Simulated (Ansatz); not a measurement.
Geometry optimisation, RHF/def2-SVP in Ansatz.

input.yaml

```yaml
crystal:
  periodic: [false, false, false]
  atoms:
    - { symbol: B, position_ang: [-0.618522, -0.173906, -0.96727] }
    - { symbol: O, position_ang: [0.555958, 0.599684, -1.140849] }
    - { symbol: H, position_ang: [-0.480829, -1.353989, -0.854409] }
    - { symbol: H, position_ang: [-1.691455, 0.362415, -1.000322] }
    - { symbol: H, position_ang: [0.960518, 0.39884, 1.090477] }
    - { symbol: S, position_ang: [0.211286, -0.05014, 2.117487] }
    - { symbol: H, position_ang: [0.371857, 1.516014, -1.287496] }
    - { symbol: H, position_ang: [0.691288, -1.298819, 2.042381] }
basis:
  gaussian: { orbitals: def2-SVP }
hamiltonian:
  xc: hf
relax:
  f_tol: 0.03
  max_steps: 50
output:
  orbitals: {}
```

Run as:

```bash
$ ansatz run input.yaml --threads 1 --pin off --max-ram 2048MiB --backend cpu --events-out ev --progress --plain --runs-dir out
```

Question: Where does it end, and by what steps?

Answer: The forces met the threshold. The force dipped under the threshold on the way, but the program's further checks kept it going. After 14 steps the energy has fallen by 0.192 eV; H5 moved furthest, 0.63 Å.

| step | energy less start (eV) | largest force component (eV/Å) | accepted |
| --- | --- | --- | --- |
| 0 | 0.0000 | 2.095 | yes |
| 1 | -0.1405 | 1.178 | yes |
| 2 | -0.1751 | 0.435 | yes |
| 3 | -0.1661 | 0.755 | no |
| 4 | -0.1845 | 0.207 | yes |
| 5 | -0.1887 | 0.072 | yes |
| 6 | -0.1896 | 0.060 | yes |
| 7 | -0.1906 | 0.031 | yes |
| 8 | -0.1910 | 0.048 | yes |
| 9 | -0.1913 | 0.043 | yes |
| 10 | -0.1899 | 0.184 | no |
| 11 | -0.1918 | 0.021 | yes |
| 12 | -0.1919 | 0.047 | yes |
| 13 | -0.1920 | 0.034 | yes |
| 14 | -0.1921 | 0.020 | yes |

```xyz
8
Properties=species:S:1:pos:R:3
B -0.631 -0.145 -1.170
O 0.403 0.680 -1.403
H -0.393 -1.315 -1.057
H -1.755 0.279 -1.104
H 1.372 0.220 1.526
S 0.390 0.010 2.404
H 0.167 1.590 -1.489
H 0.447 -1.319 2.293
```

Run time: 53 s on 1 CPU thread of a shared host.
